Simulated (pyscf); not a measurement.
H₂C=CH–CH₂–NH• → H₂C=C•–CH₂–NH₂, a hydrogen shift (doublet surface; C–H broken, H–N formed). PySCF, gas phase, ωB97X-D3(BJ)/def2-SVP geometries. Energies in kcal/mol from the reactant's lowest minimum found.

Small-basis levels: PySCF, no dispersion term, spherical d functions. Open shells are spin-unrestricted. 

Question: Quick B3LYP/6-31G* single points give ΔE‡ = 45.2 kcal/mol and ΔE = +8.7 kcal/mol. What does ωB97M-D3(BJ)/def2-TZVP give, and how far is the quick result from it?

Answer: ωB97M-D3(BJ)/def2-TZVP gives ΔE‡ = 45.1 kcal/mol and ΔE = +6.9 kcal/mol. B3LYP/6-31G* lies 0.1 kcal/mol over it in the barrier and 1.9 kcal/mol over it in the reaction energy, so on this step it holds to within 3.0 kcal/mol. ωB97M-D3(BJ)/def2-TZVP has limits of its own. From the product side, H₂C=C=CH₂ + NH₂• lies, by one bond made or cut, 13.2 kcal/mol under this saddle at ωB97M-D3(BJ). The same reactants have a lower exit, to H₂C=CH–CH=NH + H• (no saddle counted: cutting one bond, which may have a small barrier of its own, costs +29.1 kcal/mol at ωB97M-D3(BJ), against +45.1 kcal/mol here). H₂C=CH–CH₂–NH• lies 25.2 kcal/mol over its isomer H₃C–C(CH₃)=N• (electronic energy, ωB97M-D3(BJ)). H₂C=C•–CH₂–NH₂ lies 32.1 kcal/mol over its isomer H₃C–C(CH₃)=N• (electronic energy, ωB97M-D3(BJ)). One saddle was located; it need not be the lowest between these sides.
